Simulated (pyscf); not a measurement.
Thermochemistry of product channels of propyne (HC≡C–CH₃) + hydroxyl (OH•) on the doublet surface, in eV, from CCSD(T)/def2-TZVPP + ΔMP2(QZVPP) energies (ideal gas, 1 atm, RRHO with modes under 100 cm⁻¹ raised to 100, one conformer, R ln 2 for rigid chiral ones). PySCF, gas phase, ωB97X-D3(BJ)/def2-SVP geometries. Correlated levels are frozen-core, on RHF or UHF. ΔMP2 is the change of the MP2 total energy from the triple- to the quadruple-zeta basis.

```csv
products,ΔE,ΔH(298 K),ΔG(298 K),ΔG(600 K)
H₂C=C•–OH + methylene (CH₂) [triplet],+3.03,+2.93,+2.81,+2.69
•HC=C(CH₃)–OH,-1.49,-1.36,-0.95,-0.53
```

The channel to •HC=C(CH₃)–OH turns unfavourable between 298 and 1200 K (ΔG from -0.95 eV to +0.28 eV).

These are energies of the channels, which say nothing of barriers. H₂C=C•–OH lies 1.37 eV over its isomer H₃C–C•=O, and others may lie lower still (electronic energy, ωB97M-D3(BJ)). •HC=C(CH₃)–OH lies 1.36 eV over its isomer H₃C–CH₂–C•=O, and others may lie lower still (electronic energy, ωB97M-D3(BJ)). The CCSD(T) − MP2 part came from Ansatz, without density fitting, on the same reference. A UHF reference is spin-contaminated (<S²> up to 0.91), which harms MP2 most. Left out: orbital degeneracy and the spin-orbit lowering of OH.
